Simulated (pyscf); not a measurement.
Optimised with ωB97X-D3(BJ)/def2-SVP in PySCF. Correlated levels are frozen-core, on RHF or UHF. ΔMP2 is the change of the MP2 total energy from the triple- to the quadruple-zeta basis.

Q: For the elementary gas-phase step `[Cl][SiH]([Cl])[Cl]` -> `[ClH]` + `[Cl][Si][Cl]` [singlet] (singlet surface; Cl–Si, H–Si broken, Cl–H formed), what barrier and reaction energy does CCSD(T)/def2-TZVPP + ΔMP2(QZVPP) give, measured from the reactant's lowest minimum found?

A: ΔE‡ = 73.2 kcal/mol, ΔE = +57.0 kcal/mol. Zero-point energy shifts the barrier by -3.2 kcal/mol. It is a 1,1-elimination, with an imaginary mode of 1218i cm⁻¹. On the product side the descent ends in a complex, 4.0 kcal/mol under the separated species and 18.5 kcal/mol under the saddle at ωB97X-D3(BJ)/def2-TZVP. At ωB97X-D3(BJ) the barrier from the zero used here is 77.1 kcal/mol. This is the saddle that the search found; another between the same sides may lie lower. The CCSD(T) − MP2 part came from Ansatz, without density fitting, on the same reference.
